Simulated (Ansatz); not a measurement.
## Cost against result

The pair of C$_{2}$H$_{4}$ (SMILES C=C, atoms 1–6) and SiH$_{4}$ (SMILES [SiH4], atoms 7–11), both closed shells, in one local arrangement (a lower one may exist), relaxed at PBE0-D4/def2-TZVP:

| atom | x (Å) | y (Å) | z (Å) |
| --- | --- | --- | --- |
| C1 | 0.3559 | 0.6522 | -1.6203 |
| C2 | -0.2274 | -0.5332 | -1.6980 |
| H3 | 1.4352 | 0.7546 | -1.5849 |
| H4 | -0.2212 | 1.5699 | -1.5875 |
| H5 | -1.3067 | -0.6354 | -1.7318 |
| H6 | 0.3499 | -1.4509 | -1.7293 |
| Si7 | -0.0769 | -0.0715 | 1.9836 |
| H8 | -0.1380 | -0.1184 | 3.4688 |
| H9 | 0.5697 | 1.1969 | 1.5643 |
| H10 | -1.4562 | -0.1373 | 1.4404 |
| H11 | 0.7157 | -1.2268 | 1.4948 |

Interaction energies are counterpoise-corrected; the time is that of the whole pair.

Program: Ansatz 0.2.0. Basis: as named in each row. Cores are frozen in the correlated methods. B3LYP uses VWN-RPA correlation. Extrapolation: Hartree–Fock as exp(−7.88 √X), correlation as X^−2.97.

Times are rough, for one single point on 4 threads of a shared host (Arm Neoverse V1).

The estimate by CCSD(T) at an estimated basis limit (MP2 extrapolated from triple and quadruple zeta, plus CCSD(T) − MP2 in triple zeta) is -0.057 eV.

| method | basis | time (s) | interaction energy (eV) | method less estimate |
| --- | --- | --- | --- | --- |
| HF | STO-3G | under 1 | 0.043 | 0.099 |
| PBE-D4 | STO-3G | under 1 | -0.032 | 0.025 |
| SPW92 | def2-SVP | under 1 | -0.090 | -0.033 |
| B3LYP-D4 | 6-31G | under 1 | -0.045 | 0.012 |
| PBE-D4 | def2-SVP | under 1 | -0.069 | -0.013 |
| PBE0-D4 | def2-SVP | under 1 | -0.069 | -0.012 |
| CCSD(T) | def2-SVP | 1 | -0.010 | 0.047 |
| PBE-D4 | def2-TZVPPD | 2 | -0.070 | -0.014 |
| PBE0-D4 | def2-TZVPPD | 2 | -0.067 | -0.011 |
| wB97M-V | def2-SVP | 2 | -0.060 | -0.003 |
| B3LYP-D4 | def2-TZVPPD | 2 | -0.061 | -0.004 |
| revPBE-D4 | def2-TZVPPD | 2 | -0.063 | -0.006 |
| BLYP-D4 | def2-TZVPPD | 3 | -0.055 | 0.002 |
| r2SCAN-D4 | def2-TZVPPD | 3 | -0.060 | -0.003 |
| HSE06-D4 | def2-TZVPPD | 4 | -0.067 | -0.010 |
| B2PLYP | def2-TZVPPD | 5 | -0.007 | 0.049 |
| wB97X-V | def2-TZVPPD | 6 | -0.059 | -0.002 |
| wB97M-V | def2-TZVPPD | 7 | -0.061 | -0.004 |
| B97M-V | def2-TZVPPD | 8 | -0.060 | -0.003 |
| MP2 | def2-QZVPPD | 24 | -0.059 | -0.002 |
| CCSD(T) | def2-TZVPPD | 78 | -0.047 | 0.009 |

The T1 diagnostic stays at or below 0.011.
